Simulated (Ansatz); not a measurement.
The cluster Na₂O, relaxed as a triplet with UKS PBE-D4/def2-TZVP in Ansatz, starting from the PBE-D4/def2-TZVP geometry of the neutral singlet. Force threshold 0.02 eV/Å.

At PBE-D4/def2-TZVP a singlet of charge 0 lies 1.18 eV below the triplet, each at its own geometry. The structure comes from a short search, and lower isomers may exist.

Start:

```xyz
3

Na    0.948   -0.340    1.665
Na   -1.196    0.429   -1.474
O     0.248   -0.089   -0.191
```

Question: Estimate the energy that the relaxation releases and the steps that it takes.

Answer: 4.0 kcal/mol, in 4 steps; 9 s on 4 threads of Arm Neoverse V2 on a shared host. No frequencies were taken in this run, so the end may be a saddle point.

Question: Does the start keep its bonding and symmetry?

Answer: By distances, no bond broke or formed. The bond that changes most is Na1–O3, from 2.00 to 2.16 Å (atoms count from 1). Point group C2v at the start, C2v at the end, both within 0.05 Å.

Question: Predict the relaxed structure.

Answer: 
Cartesian coordinates in Å:
```
Na 1.0478 -0.3759 1.7965
Na -1.2831 0.4603 -1.6151
O 0.2353 -0.0844 -0.1814
```
Bond lengths (bridged metal pairs left out): 2 × Na–O 2.16 Å.
